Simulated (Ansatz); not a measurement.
Born–Oppenheimer molecular dynamics of AlH$_{7}$Si (9 atoms, charge 0, multiplicity 1). It starts at the highest image of a converged band, a first-order saddle point between two minima.

Theory: Ansatz 0.2.0, RKS r2SCAN-D4/def2-SVP.

```
ensemble                      : NVE (velocity Verlet)
time step                     : 0.5 fs
steps asked                   : 200
starting velocities drawn for : 300 K
seed                          : 2390
```

First frame:

```xyz
9
Properties=species:S:1:pos:R:3
Al -0.118 -0.135 0.012
H 0.286 0.368 1.593
H 1.152 0.043 -0.908
H -1.675 0.032 -0.186
Si 0.143 -2.572 0.972
H -0.205 -3.275 -0.305
H 1.521 -2.990 1.371
H -0.831 -3.006 2.019
H 0.270 -0.759 1.523
```

**Question.** How far do the bonds stretch over the last three quarters of this one trajectory? (Pairs bonded in most of those frames.)

**Answer.** 
```tsv
bond	mean (Å)	spread (Å)	shortest	longest
Al1–H2	1.607	0.057	1.51	1.70
Al1–H3	1.600	0.018	1.57	1.63
Al1–H4	1.605	0.019	1.57	1.65
Si5–H6	1.489	0.012	1.46	1.51
Si5–H7	1.496	0.006	1.48	1.51
Si5–H8	1.489	0.016	1.46	1.51
Si5–H9	1.513	0.041	1.45	1.59
```

Mean temperature of the second half: 792 K. The conserved energy stayed within 0.055 meV per atom of its start (net change 0.02 meV per atom), so the integration is sound. The kinetic energy rose, since the run started high on the potential surface and went downhill. It ends in pieces (AlH3 + H4Si), so much of that is their flight and rotation, not heat. A run of 0.1 ps of so small a system gives no equilibrium averages. The orbitals stay closed-shell, which can raise the energy where a bond breaks towards radicals; this wasn't checked here.

Run time: 4.6 min on 2 threads of Arm Neoverse V2 (shared host), peak memory 0.14 GiB.
